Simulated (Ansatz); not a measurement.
## Ansatz (development build ahead of 0.2.0) run

```yaml
crystal:
  periodic: [false, false, false]
  atoms:
    - { symbol: C, position_ang: [1.31441, -0.00089, 0.00084] }
    - { symbol: C, position_ang: [0.40583, 1.25167, -0.00023] }
    - { symbol: C, position_ang: [-1.0632, 0.77206, -0.00053] }
    - { symbol: C, position_ang: [-1.06332, -0.77217, -0.0003] }
    - { symbol: C, position_ang: [0.40705, -1.25033, 0.00019] }
    - { symbol: H, position_ang: [1.95542, -0.0004, 0.8799] }
    - { symbol: H, position_ang: [0.6049, 1.85904, 0.88046] }
    - { symbol: H, position_ang: [-1.58095, 1.14898, 0.87971] }
    - { symbol: H, position_ang: [-1.58117, -1.14956, 0.88022] }
    - { symbol: H, position_ang: [0.60411, -1.85901, 0.87977] }
    - { symbol: H, position_ang: [1.95463, -0.00056, -0.87937] }
    - { symbol: H, position_ang: [0.60472, 1.85936, -0.87927] }
    - { symbol: H, position_ang: [-1.58198, 1.14958, -0.88017] }
    - { symbol: H, position_ang: [-1.58191, -1.14944, -0.88106] }
    - { symbol: H, position_ang: [0.60417, -1.85961, -0.88119] }
basis:
  gaussian: { orbitals: cc-pVDZ }
hamiltonian:
  xc: hf
```

The input is written out in the form of the current development build from the run's settings.

Results

```json
{
  "Converged": "yes",
  "Total energy": "-195.16706 hartree",
  "Spin squared of the determinant": "0.000"
}
```
